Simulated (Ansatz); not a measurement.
**PH+ (doublet): the correlation ladder, def2-QZVPP**

One table from this session's results is given with a row withheld; the runs are named, their logs left out.

Computed with Ansatz 0.2.0, Gaussian basis. Level: def2-QZVPP, core rule «outside noble gas», up to 5 orbitals frozen.

Plan: UHF; ROHF; CCSD(T) on UHF.

2 further runs of the same task are left out: 2 set aside as unsound or not needed.

### The geometry

The geometry is a PBE0/def2-TZVP stationary point (not a proven minimum) of the parent state, kept for this charge and spin.

2 atoms, charge 1, spin multiplicity 2.

Atoms are counted from 1 here; the program's logs count them from 0.

Bond lengths: P1–H2 1.428 Å.

Set-up of the first run:

in.yaml

```yaml
crystal:
  periodic: [false, false, false]
  atoms:
    - {symbol: P, position_ang: [0.000000, 0.000000, 0.000000]}
    - {symbol: H, position_ang: [0.000000, 0.000000, 1.428200]}
basis:
  gaussian: {orbitals: "def2-QZVPP.json"}
total_charge: 1
magnetization: {spin_polarized: true, initial_magnetization: 1}
hamiltonian: {xc: hf}
output: {orbitals: {seedname: orbitals}}
```

Run with:

```
ansatz run in.yaml --threads 1 --pin off --events-out ev --progress --plain --max-ram 2393MiB
```

Steps of the session up to this table: UHF; ROHF; CCSD(T) on UHF.

One table of the session follows, with a row left open; its other results are not shown here.

| method | from UCCSD(T) (meV) |
| --- | --- |
| ROHF | +3535.6 |
| UHF | +3377.2 |
| UMP2 | +757.7 |
| UCCSD | ? |
| UCCSD(T) | 0 |

**Question.** Estimate the row for UCCSD.

The run gave: from UCCSD(T) (meV): +96.1. In the column «from UCCSD(T) (meV)» it lies between UCCSD(T) (0) and UMP2 (+757.7).
